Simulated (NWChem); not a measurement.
**CHCl2F (dichlorofluoromethane) at HF/def2-SVPD**

Wanted: a single-point energy of CHCl2F (dichlorofluoromethane). 

The calculation is run with NWChem 7.3.0.

### 1 The system as given

The species is CHCl2F (5 atoms), typed as a singlet with charge 0. As SMILES, `FC(Cl)Cl`. The start is not the relaxed shape. At this shape the atoms don't form one bonded unit as the SMILES string has it.

Bond lengths: C2–Cl3 1.759 Å, C2–Cl4 1.759 Å, C2–H5 1.088 Å. Angles: Cl3–C2–Cl4 111.6°, Cl3–C2–H5 108.4°, Cl4–C2–H5 108.4°. A long contact: F1–C2 2.011 Å.

### 2 A single-point energy at HF/def2-SVPD

The input, run.nw:

```
start run
memory 2200 mb

geometry units angstroms noautosym nocenter noautoz
F       -0.889116       0.149051       1.830283
C        0.006400       0.099400       0.030700
Cl       1.459900      -0.886800       0.126900
Cl      -1.120400      -0.525200      -1.167100
H        0.294600       1.106400      -0.262500
end

basis spherical bse
* library def2-SVPD
end

scf
thresh 1e-08
maxiter 80
print medium
end

task scf energy
```

Command:

```bash
$ nwchem run.nw > run.out
```

What values should one expect? Wanted: total energy; dipole moment; HOMO energy; LUMO energy; HOMO–LUMO gap.

Answer, from the run:

Level: HF/def2-SVPD.

```
     quantity           value
 total energy  -1056.35858 Eh
dipole moment          4.53 D
  HOMO energy       -13.35 eV
  LUMO energy         0.07 eV
HOMO–LUMO gap        13.41 eV
```

What this shows: One bond is far stretched, which a spin-restricted single reference describes badly; a broken-symmetry solution may lie lower. Mulliken charges run from -0.56 on F1 to +0.88 on C2; in a basis this large or diffuse they mean little.
